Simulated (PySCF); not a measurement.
Compound: C3H4.
Atom-mapped SMILES: `[CH2:1]=[C:2]=[CH2:3]` (hydrogens: H4, H5 on C1; H6, H7 on C3)

Computed by this run: PBE0-D3(BJ)/def2-SVP geometry optimisation, gas phase (PySCF 2.14.0); density fitting, grid level 1; the optimiser is geomeTRIC in internal coordinates, started from a GFN2-xTB structure.

Step 0: E = -3168.0469 eV
```
atom  x, y, z in Å  |  force x, y, z in eV/Å
C1     -1.2931   -0.0023    0.0033   -0.461  -0.001   0.004
C2      0.0004    0.0001   -0.0035    0.010   0.001  -0.001
C3      1.2940    0.0036   -0.0110    0.451  -0.002   0.000
H4     -1.8578    0.6219    0.6771   -0.275   0.384   0.420
H5     -1.8628   -0.6287   -0.6644   -0.278  -0.386  -0.418
H6      1.8556    0.6777   -0.6375    0.274   0.418  -0.394
H7      1.8671   -0.6673    0.6089    0.278  -0.414   0.388
```

Task: Estimate the geometry and energy of step 1. (The exact step hangs on the optimiser's Hessian estimate; all steps are aligned on step 0, rigid shifts and turns removed.)

Result: E = -3168.0829 eV, largest force 0.087 eV/Å
```
atom  x, y, z in Å  |  force x, y, z in eV/Å
C1     -1.3064   -0.0024    0.0035   -0.087   0.000   0.000
C2      0.0005    0.0006   -0.0038    0.000   0.000   0.000
C3      1.3073    0.0037   -0.0112    0.087   0.001  -0.001
H4     -1.8716    0.6348    0.6932    0.018  -0.021  -0.021
H5     -1.8764   -0.6420   -0.6801    0.019   0.021   0.022
H6      1.8696    0.6920   -0.6525   -0.018  -0.022   0.020
H7      1.8803   -0.6817    0.6238   -0.019   0.022  -0.020
```

The energy changes by -0.0360 eV. The first-order estimate −F·Δx gives -0.0743 eV and the mean of the old and new forces, exact on a quadratic surface, -0.0366 eV. The step makes an angle of 10° with the force vector and moves no atom by more than 0.025 Å.

What follows is the cost of the whole optimisation. The run took 5.0 s of wall time on Intel Xeon Platinum 8259CL at 2.50 GHz, one thread (shared host), and the process peaked at 0.31 GiB of memory.
